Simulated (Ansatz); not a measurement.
2H MoTe₂, treated with PBE-D3(BJ) in Ansatz (plane waves, PAW).

Numerical settings: plane-wave cutoff 520 eV, 12×12×4 k mesh (along the axes of the cell as run), Fermi–Dirac smearing 0.01 eV, no spin polarisation, scalar-relativistic PAW data made under PBE.

Energies at three volumes about the minimum:

| V (Å³/atom) | E − E_lowest (meV/atom) |
|---|---|
| 23.684 | 1.44 |
| 24.167 | 0.00 |
| 24.651 | 1.26 |

Fit a parabola by hand: where is the minimum, and what is the bulk modulus?

Slopes: (0.00 − 1.44)/(24.167 − 23.684) = -2.981 and (1.26 − 0.00)/(24.651 − 24.167) = 2.603 meV/Å³. Curvature E″ = 2 × (2.603 − (-2.981))/(24.651 − 23.684) = 11.549 meV/Å⁶. From the middle of the first interval, the slope vanishes at V0 = 23.9255 − (-2.981)/11.549 = 24.184 Å³/atom. B = V0 E″ = 24.184 × 11.549 meV/Å³ × 0.1602 GPa per meV/Å³ = 44.7 GPa. The full Birch–Murnaghan fit to all volumes gives V0 = 24.167 Å³/atom and B0 = 44.5 GPa.

Shape and atoms are relaxed at each volume.

Note: the bulk modulus comes from volumes at which shape and atoms were relaxed.

Ansatz is an electronic-structure program.
